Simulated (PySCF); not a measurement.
Water, H₂O, SMILES O, point group C2v.

Level: B3LYP/pcJ-1 in PySCF (density fitting, grid level 2); geometry and Hessian at that level, cubic constants and property derivatives from steps of ±0.6 along each species' dimensionless normal coordinates, second-order vibrational perturbation theory. The parent has the commonest isotopes.

Equilibrium geometry (Å):

```csv
atom,x,y,z
O1,0.0226,0.3846,-0.0101
H2,-0.7513,-0.1826,-0.0435
H3,0.7746,-0.2122,0.0034
```

(1) Give the equilibrium and ground-state rotational constants (MHz) of parent; ²H at 2; ¹⁸O at 1; ²H at 2, ²H at 3; ¹⁸O at 1, ²H at 2.

(2) How is the parent's vibrational correction B0 − Be made up?

(3) And its quartic centrifugal distortion constants from the harmonic force field?

Answers

(1) 
| species | Ae | Be | Ce | A0 | B0 | C0 | Δ0 (u Å²) | harmonic ZPE (cm⁻¹) |
| --- | --- | --- | --- | --- | --- | --- | --- | --- |
| parent | 833220 | 430170 | 283700 | 844720 | 427720 | 276610 | 0.047 | 4684 |
| ²H at 2 | 700900 | 270190 | 195010 | 707260 | 269150 | 191000 | 0.054 | 4055 |
| ¹⁸O at 1 | 822840 | 430170 | 282490 | 834160 | 427730 | 275440 | 0.047 | 4669 |
| ²H at 2, ²H at 3 | 463520 | 215250 | 146990 | 468180 | 214340 | 144340 | 0.064 | 3409 |
| ¹⁸O at 1, ²H at 2 | 691810 | 268890 | 193630 | 698000 | 267890 | 189670 | 0.054 | 4037 |

Δ0 = Ic − Ia − Ib from the ground-state constants.

(2) 
```csv
axis,harmonic,Coriolis,cubic,total (MHz)
a,40500,-0,-29000,11500
b,10100,-0,-12500,-2450
c,2110,-392,-8820,-7100
```

(3) Asymmetric top, A reduction, Ir representation: ΔJ = 33400 kHz, ΔJK = -145000 kHz, ΔK = 814000 kHz, δJ = 13200 kHz, δK = 12400 kHz.
